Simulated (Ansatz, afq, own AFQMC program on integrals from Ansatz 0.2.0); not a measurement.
Two steps: Ansatz 0.2.0 writes the Fock matrix and Cholesky factors of the valence space, and afq projects on them the lowest state that overlaps trial and start.

```yaml
crystal:
  periodic: [false, false, false]
  atoms:
    - {symbol: Al, position_ang: [0.000000, 0.000000, -1.590033]}
    - {symbol: C, position_ang: [0.000000, 0.000000, 4.780967]}
    - {symbol: H, position_ang: [0.000000, 0.000000, -3.190933]}
basis:
  gaussian: {orbitals: 6-31G}
magnetization: {spin_polarized: true, initial_magnetization: 2}
correlation: {method: ccsd_t, electrons: outside_noble_gas, hamiltonian_folder: ham}
```

```sh
$ ansatz run in.yaml --threads 1 --pin off --events-out ev --progress --plain --max-ram 16896MiB --backend cuda --devices 0, --max-vram 18GiB
```

Options of the walk:

```
--method phaseless --trial cisd --walkers 40 --populations 1 --least-time 40 --time-step 0.01 --steps-per-block 5 --equilibration-blocks 60 --max-blocks 400 --target-error 0.00136 --factor-cut 1e-05 --start spin_pure --seed 557 --taylor-order 6
```

Times are imaginary, in 1/Eh. The walk had a cap of 60 s.

```
orbitals 18  electrons 5 3  factors 82 of 297
reference energy -280.10320905 Eh
CCSD correlation -0.08242203 Eh in 15 cycles, weight of the determinant in the CISD state 0.9074
energy of the start -280.185630 Eh
 block  time / (1/Eh)  mean weight  energy / Eh
     1     0.050  1.0000  -280.185413
     2     0.100  1.0016  -280.185243
     3     0.150  0.9993  -280.185091
     4     0.200  1.0004  -280.184979
     5     0.250  0.9969  -280.184877
     7     0.350  0.9980  -280.184789
     9     0.450  0.9996  -280.184760
    12     0.600  0.9962  -280.184587
    34     1.700  0.9982  -280.184836
    56     2.800  1.0002  -280.184640
    78     3.900  1.0018  -280.186586
   100     5.000  1.0009  -280.186291
   122     6.100  0.9991  -280.185628
   144     7.200  0.9958  -280.185417
   166     8.300  1.0007  -280.186830
   188     9.400  1.0022  -280.185867
   210    10.500  0.9987  -280.186650
   221    11.050  0.9972  -280.189385
   232    11.600  0.9994  -280.188510
   254    12.700  1.0004  -280.189098
   276    13.800  1.0003  -280.184934
   298    14.900  0.9989  -280.186635
   320    16.000  0.9973  -280.184707
   342    17.100  1.0009  -280.186461
   364    18.200  1.0024  -280.184503
   386    19.300  0.9920  -280.186710
   408    20.400  1.0043  -280.185815
   430    21.500  0.9964  -280.184140
   452    22.600  1.0007  -280.184919
blocks merged  error / Eh  count
     1  0.000057  400
     2  0.000079  200
     4  0.000107  100
     8  0.000142  50
    16  0.000181  25
    32  0.000212  12
energy -280.185936 +/- 0.000181 Eh
(rows thinned)
```

Task: Estimate how long the walk took on 1 × NVIDIA H100 80GB HBM3 with 2 threads of AMD EPYC 7R13 Processor (Zen 3), on a shared host (the card was shared).

Result: 9.5 s of wall time.

The run failed at least one of its tests; the cautions name the faults. The second half of the sampling lies above the first by 2.7 errors of their difference, so the energy may still be moving and its error bar be too small.

Against this walk (error 4.9 meV) on the same determinant: CCSD(T) 8.3 meV lower (within the noise), CCSDT(Q) 16.3 meV lower, CCSDTQ 16.8 meV lower, full CI 16.8 meV lower, a separate phaseless walk with a CISD trial and standard settings 8.4 ± 5.1 meV lower (within the noise). The error is statistical and leaves out the bias of the constraint. Full CI is exact here, so the walk's 17 meV above it is the walk's own error: the bias of the constraint with this trial, or a walk that hasn't relaxed.

Cautions: constraint bias not in the error; error not settled; lower spins were not checked; the determinant is a saddle point among determinants of its kind; the sampling time fell short of the least asked; the time-step error isn't removed.

CCSDT and higher add their correlation energy to the determinant of the CCSD(T) run, since their own runs factorise the integrals more tightly (a shift of under 2 meV). A walk keeps the symmetry of its determinant, which the program's search chose and which needn't be the lowest solution, so a lower state of the same spin and another symmetry isn't excluded.
